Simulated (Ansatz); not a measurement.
# C2H6O (SMILES COC): CCSD/cc-pVDZ

Aim: the energy change on altering one bond length of C2H6O at CCSD/cc-pVDZ, from 2 runs. 

The calculation is run with Ansatz 0.2.0.

47 further runs of the same task are left out: 47 set aside as unsound or not needed.

## (1) The system as given

The species is C2H6O (9 atoms), meant as a singlet with charge 0. SMILES: `COC`. The shape is that of a PBE0-D4/def2-TZVP optimisation.

Bond lengths: C1–O2 1.399 Å, O2–C3 1.399 Å, C1–H4 1.100 Å, C1–H5 1.090 Å, C1–H6 1.100 Å, C3–H7 1.100 Å, C3–H8 1.090 Å, C3–H9 1.100 Å. Some angles: C1–O2–C3 112.1°, O2–C1–H4 111.6°, O2–C1–H5 107.7°, O2–C1–H6 111.6°, O2–C3–H7 111.6°, O2–C3–H8 107.7°, O2–C3–H9 111.6°, H4–C1–H5 108.9°, H4–C1–H6 108.2°, H5–C1–H6 108.9°.

## (2) A single-point energy at CCSD/cc-pVDZ

in.yaml

```yaml
crystal:
  periodic: [false, false, false]
  atoms:
    - {symbol: C, position_ang: [-0.413190, 0.872670, -0.645330]}
    - {symbol: O, position_ang: [0.563380, -0.127830, -0.595980]}
    - {symbol: C, position_ang: [0.479050, -0.887610, 0.575660]}
    - {symbol: H, position_ang: [-1.427650, 0.449000, -0.618190]}
    - {symbol: H, position_ang: [-0.283130, 1.417120, -1.580990]}
    - {symbol: H, position_ang: [-0.312930, 1.577090, 0.193180]}
    - {symbol: H, position_ang: [-0.493490, -1.394000, 0.659910]}
    - {symbol: H, position_ang: [1.266920, -1.640470, 0.540090]}
    - {symbol: H, position_ang: [0.621040, -0.265980, 1.471640]}
basis:
  gaussian:
    orbitals: cc-pVDZ
accuracy: high
scf:
  omitted_lower_state_checks: [cluster_reference, increment]
correlation:
  method: ccsd
  frozen_orbitals: {C: 1, H: 0, O: 1}
```

Launch:

```sh
ansatz run in.yaml --threads 1 --pin off --max-ram 3480MiB --events-out events.jsonl --progress --plain --runs-dir runs
```

What it wrote, shortened:

```text
Warning: RAYON_NUM_THREADS=1 ignored (pool sized by the plan → 1); use --threads N
Functional definition: HF
  name "HF"
[...]
1748 factors; integrals over basis functions are off by at most 3.3e-9 eV
[...]
mean field -4192.62674093 eV, -154.0761908645 hartree, gradient 6.1e-8 eV, S^2 0.000000; 0 other end points of the search recorded, 0 dependent functions left out
3 core orbitals not correlated: weight in the atoms' cores, before any rotation towards them, 1.000 or more for the frozen orbitals, at most 0.000 for the correlated occupied ones
reference -4192.62674093 eV, -154.0761908645 hartree; 10, 10 occupied and 59, 59 virtual orbitals, 1748 factors
second order -13.00761274 eV of doubles, -0.00000000 eV of singles
cycle   1  -13.65032996 eV  change   -6.4e-1 eV  update   7.4e-2
[...]
cycle  19  -14.07257632 eV  change   9.4e-11 eV  update   1.8e-9
Total energy: -4206.69931724 eV, -154.5933485055 hartree
Checks for a lower state left out: cluster_reference, increment
```

It took 6.6 s on 1 thread of Arm Neoverse V1, shared host; peak memory 0.36 GiB.

## (3) The distorted shape at the same level

input.yaml

```yaml
crystal:
  periodic: [false, false, false]
  atoms:
    - {symbol: C, position_ang: [-0.493400, 0.309118, -1.316157]}
    - {symbol: O, position_ang: [0.483170, -0.691382, -1.266807]}
    - {symbol: C, position_ang: [0.398840, -1.451162, -0.095167]}
    - {symbol: H, position_ang: [-1.507860, -0.114552, -1.289017]}
    - {symbol: H, position_ang: [-0.363340, 0.853568, -2.251817]}
    - {symbol: H, position_ang: [-0.312930, 1.577090, 0.193180]}
    - {symbol: H, position_ang: [-0.573700, -1.957552, -0.010917]}
    - {symbol: H, position_ang: [1.186710, -2.204022, -0.130737]}
    - {symbol: H, position_ang: [0.540830, -0.829532, 0.800813]}
basis:
  gaussian: {orbitals: cc-pVDZ}
scf: {omitted_lower_state_checks: [cluster_reference, increment]}
correlation: {method: ccsd, frozen_orbitals: {C: 1, H: 0, O: 1}}
accuracy: high
magnetization: {spin_polarized: false}
```

Launch:

```sh
ansatz run input.yaml --threads 1 --pin off --max-ram 3480MiB --events-out events.jsonl --progress --plain --runs-dir runs
```

What it wrote, shortened:

```text
Warning: RAYON_NUM_THREADS=1 ignored (pool sized by the plan → 1); use --threads N
Functional definition: HF
  name "HF"
[...]
1734 factors; integrals over basis functions are off by at most 3.2e-9 eV
[...]
mean field -4188.93975582 eV, -153.9406966611 hartree, gradient 1.7e-8 eV, S^2 0.000000; 0 other end points of the search recorded, 0 dependent functions left out; unrestricted orbitals would lower it
3 core orbitals not correlated: weight in the atoms' cores, before any rotation towards them, 1.000 or more for the frozen orbitals, at most 0.000 for the correlated occupied ones
reference -4188.93975582 eV, -153.9406966611 hartree; 10, 10 occupied and 59, 59 virtual orbitals, 1734 factors
second order -13.45427499 eV of doubles, -0.00000000 eV of singles
cycle   1  -14.04386999 eV  change   -5.9e-1 eV  update   1.1e-1
[...]
cycle  24  -14.69918732 eV  change   -1.3e-9 eV  update  4.5e-10
Total energy: -4203.63894315 eV, -154.4808818318 hartree
Checks for a lower state left out: cluster_reference, increment
```

It took 7.8 s on 1 thread of Arm Neoverse V1, shared host; peak memory 0.36 GiB.

## (4) Outcome

Level: CCSD/cc-pVDZ, 3 core orbitals frozen.

```
                                                         quantity          value
                                        first shape: total energy  -154.59335 Eh
         first shape: correlation energy (3 core orbitals frozen)     -517.2 mEh
                                       first shape: T1 diagnostic          0.009
                                    distorted shape: total energy  -154.48088 Eh
     distorted shape: correlation energy (3 core orbitals frozen)     -540.2 mEh
                                   distorted shape: T1 diagnostic          0.018
energy change with the C1–H6 bond stretched from 1.100 to 1.980 Å       3.060 eV
```

In words: One bond (distorted shape) is far stretched, which a spin-restricted single reference describes badly; a broken-symmetry solution may lie lower. With the C1–H6 bond stretched from 1.100 to 1.980 Å the energy rises by 3.06 eV (295 kJ/mol). The first shape isn't relaxed at this level, so the change isn't measured from a minimum. A restricted reference can't describe the breaking bond well at this length. The restricted solution (distorted shape) is unstable to spin breaking: an unrestricted one lies lower.
